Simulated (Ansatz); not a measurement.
# BeH (quartet): the correlation ladder, cc-pVQZ

One table from this session's results is given with a row withheld; the runs are named, their logs left out.

Computed with Ansatz 0.2.0, Gaussian basis. Level: cc-pVQZ, core rule «outside noble gas», up to 1 orbitals frozen.

The runs, in order: UHF; CCSD(T) on ROHF; CCSD(T) on UHF; BCCD(T) on ROHF; CCSDT on ROHF; CCSDT on UHF; Full CI; Full CI in the symmetry of the determinant.

21 further runs of the same task are left out: 9 for a known fault of the program, 4 that didn't finish, 8 set aside as unsound or not needed.

### The system

The geometry is a PBE0/def2-TZVP stationary point (not a proven minimum) of the parent state, kept for this charge and spin.

2 atoms, charge 0, spin multiplicity 4.

Atoms are counted from 1 here; the program's logs count them from 0.

Bond lengths: Be1–H2 1.356 Å.

Set-up of the first run:

in.yaml

```yaml
crystal:
  periodic: [false, false, false]
  atoms:
    - {symbol: Be, position_ang: [0.000000, 0.000000, 0.000000]}
    - {symbol: H, position_ang: [0.000000, 0.000000, 1.356000]}
basis:
  gaussian: {orbitals: cc-pVQZ}
magnetization: {spin_polarized: true, initial_magnetization: 3}
hamiltonian: {xc: hf}
output: {orbitals: {seedname: orbitals}}
```

The run is started by

```console
$ ansatz run in.yaml --threads 1 --pin off --events-out ev --progress --plain --max-ram 2393MiB
```

Steps of the session up to this table: UHF; CCSD(T) on ROHF; CCSD(T) on UHF; BCCD(T) on ROHF; CCSDT on ROHF; CCSDT on UHF; Full CI; Full CI in the symmetry of the determinant.

One table of the session follows, with a row left open; its other results are not shown here.

| method | from FCI (kcal/mol) |
| --- | --- |
| ROHF | +7.11 |
| UHF | +7.09 |
| RMP2 | +2.37 |
| UMP2 | ? |
| RCCSD | +0.05 |
| UCCSD | +0.04 |
| RCCSD(T) | +0.01 |
| UCCSD(T) | 0.00 |
| BCCD(T) | +0.01 |
| RCCSDT | 0.00 |
| UCCSDT | -0.02 |
| FCI | 0 |

Q: Estimate the row for UMP2 from the others.

As computed: from FCI (kcal/mol): +2.36. In the column «from FCI (kcal/mol)» it lies between RCCSD (+0.05) and RMP2 (+2.37).

To keep in mind: Levels on UHF freeze UHF's core orbitals, full CI those of ROHF, so the U rows can settle a little off it for that reason alone. Restricted and unrestricted rows rest on different reference determinants; where their highest levels disagree by more than a few hundredths of an eV, they describe different states and don't form one ladder.
